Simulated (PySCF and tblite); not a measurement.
Values are calculated unless marked as measured or tabulated.
C5H6, numbered as in [CH:1]#[C:2][CH:3]1[CH2:4][CH2:5]1.

GFN2-xTB molecular dynamics (tblite; Langevin, friction 0.005 fs⁻¹, 1.5 fs steps, hydrogen mass 4 u): 400 + 8000 steps at each temperature, started from the lowest conformer, nuclei classical.

GIAO shieldings at PBE0/pcSseg-1 (PySCF) on 20 frames a temperature; like atoms are averaged, and of two unlike H on one atom a is the less shielded at the minimum.

Problem. How far do thermal motions move the shieldings from their values at the minimum?

Solution. 
| signal | σ at minimum (ppm) | Δσ, 200 K | Δσ, 400 K | Δσ, 600 K |
| --- | --- | --- | --- | --- |
| C1 | 117.3 | -2.0 ± 0.5 | -2.9 ± 0.6 | -2.3 ± 1.0 |
| C2 | 94.4 | -2.7 ± 0.6 | -3.7 ± 1.2 | -7.6 ± 1.3 |
| C3 | 185.1 | -1.6 ± 0.8 | -2.7 ± 1.1 | -3.1 ± 1.2 |
| C4/C5 | 176.0 | -0.3 ± 0.6 | -1.9 ± 1.0 | -4.7 ± 1.2 |
| H1 | 30.61 | 0.15 ± 0.14 | -0.56 ± 0.22 | -0.12 ± 0.28 |
| H3 | 30.43 | -0.10 ± 0.17 | -0.17 ± 0.27 | -0.59 ± 0.21 |
| H4a/H5a | 31.00 | -0.09 ± 0.09 | -0.22 ± 0.19 | -0.44 ± 0.15 |
| H4b/H5b | 31.06 | -0.05 ± 0.12 | -0.12 ± 0.18 | -0.76 ± 0.16 |

Errors are standard errors over frames. Zero-point motion is missing, and a reference compound would move too.

Problem. What do the single frames at 600 K give for H1?

Solution. 
| t (fs) | V above the minimum, tight binding (kcal/mol) | E above it, DFT (kcal/mol) | torsions (°) | σ (ppm) |
| --- | --- | --- | --- | --- |
| 900 | 13.6 | 15.2 | none | 30.83 |
| 1500 | 14.4 | 17.8 | none | 30.41 |
| 2100 | 13.5 | 13.5 | none | 28.36 |
| 2700 | 12.8 | 15.3 | none | 28.60 |
| 3300 | 10.3 | 11.2 | none | 30.90 |
| 3900 | 15.5 | 16.0 | none | 31.01 |
| 4500 | 14.4 | 16.6 | none | 28.58 |
| 5100 | 20.8 | 23.1 | none | 30.61 |
| 5700 | 20.5 | 22.4 | none | 30.55 |
| 6300 | 18.8 | 22.3 | none | 31.79 |
| 6900 | 12.5 | 13.6 | none | 31.32 |
| 7500 | 11.3 | 10.8 | none | 30.22 |
| 8100 | 20.5 | 21.6 | none | 29.86 |
| 8700 | 20.6 | 21.2 | none | 28.92 |
| 9300 | 14.3 | 17.1 | none | 29.35 |
| 9900 | 14.7 | 16.3 | none | 31.54 |
| 10500 | 13.7 | 15.6 | none | 32.67 |
| 11100 | 15.0 | 17.4 | none | 32.41 |
| 11700 | 16.5 | 17.4 | none | 31.86 |
| 12300 | 16.5 | 18.7 | none | 29.98 |

Changes within two standard errors are not significant.

The study took 7.3 min on 1 thread of AMD EPYC 7B13, shared host (rough), peak memory 0.53 GiB, launched as `OMP_NUM_THREADS=1 python ens_run.py task.json out`.
